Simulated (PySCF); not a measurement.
Choosing a basis for TDDFT

N2.
SMILES: `N#N`

TDDFT with PBE0 (PySCF), vertical singlets, core orbitals frozen in the response, spherical d and f functions. Geometry: PBE0-D3(BJ)/def2-SVP; no solvent, vibrations or thermal averaging.

```
      basis  functions  diffuse  S1 (eV)  S2 (eV)  S3 (eV)  S4 (eV)  S5 (eV)  LUMO (eV)  α (au)
     6-31G*         28       no     9.37     9.37     9.46    10.03    10.03      -0.21     8.4
   def2-SVP         28       no     9.39     9.39     9.46    10.04    10.04      -0.34     8.3
    6-31+G*         36      yes     9.31     9.31     9.37     9.91     9.91      -0.66    10.3
  def2-SVPD         40      yes     9.39     9.39     9.42     9.98     9.98      -0.53    11.0
aug-cc-pVDZ         46      yes     9.32     9.32     9.37     9.92     9.92      -0.62    11.6
  def2-TZVP         62       no     9.35     9.35     9.38     9.91     9.91      -0.52    10.4
 def2-TZVPD         74      yes     9.35     9.35     9.37     9.90     9.90      -0.56    11.7
aug-cc-pVTZ         92      yes     9.32     9.32     9.36     9.88     9.88      -0.63    11.8
```

Q: Compare the sets with the largest diffuse one.

A: States are compared by their number. Against the largest diffuse basis here (aug-cc-pVTZ, itself not a converged limit), sets without diffuse functions differ by up to 0.08 eV in S1 and 0.16 eV in S5; the smaller diffuse sets differ by up to 0.07 and 0.10 eV. State by state, the largest deviation of a set without diffuse functions is S1 0.08, S2 0.08, S3 0.10, S4 0.16, S5 0.16 eV. The same number needn't mean the same state in each row. Against aug-cc-pVTZ the polarisability deviates by -29% in 6-31G*, -30% in def2-SVP, -13% in 6-31+G*, -7% in def2-SVPD, -2% in aug-cc-pVDZ, -12% in def2-TZVP, -1% in def2-TZVPD.
